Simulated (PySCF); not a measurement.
What binds to acetylene, and how strongly

Gas-phase complexes of acetylene, each in one structure from a short search with a few starts, optimised by PBE0-D3(BJ)/def2-SVPD or PBE0-D3(BJ)/def2-TZVPD; other ways of binding may lie lower. Energies in kcal/mol, wB97M-D3(BJ)/def2-TZVPD, counterpoise-corrected (PySCF): interaction is complex less parts frozen as they stand in it, binding adds what it costs to deform them. Contacts are written partner···acetylene; electrostatic, Pauli and orbital are terms of the uncorrected same energy, whose rest is dispersion or correlation.

1 other partner is left out, for which the search missed the form known or expected to bind best.

Frequency runs check only 2 of the 6 structures; these show no clear imaginary mode. 1 further partner within 0.25 kcal/mol of a listed one is not ranked.

**Question.** Order these partners of acetylene by binding energy, strongest first: gallane, ammonia, beryllium hydride, fluorosilane, bromine, acetonitrile.

**Answer.** beryllium hydride (-9.7), gallane (-7.9), ammonia (-3.6), acetonitrile (-3.1), bromine (-2.2), fluorosilane (-1.9).
```tsv
partner	contact	distance (Å)	binding	interaction	electrostatic	Pauli	orbital
beryllium hydride	Be···C	1.91	-9.7	-21.4	-50.9	80.3	-49.4
gallane	Ga···C	2.59	-7.9	-9.4	-22.5	29.8	-15.2
ammonia	N···H	2.22	-3.6	-3.7	-6.6	5.7	-2.4
acetonitrile	N···H	2.25	-3.1	-3.1	-4.5	3.6	-1.6
bromine	Br···C	3.01	-2.2	-2.3	-8.1	12.0	-5.1
fluorosilane	F···H	2.50	-1.9	-1.9	-2.1	1.6	-0.5
```
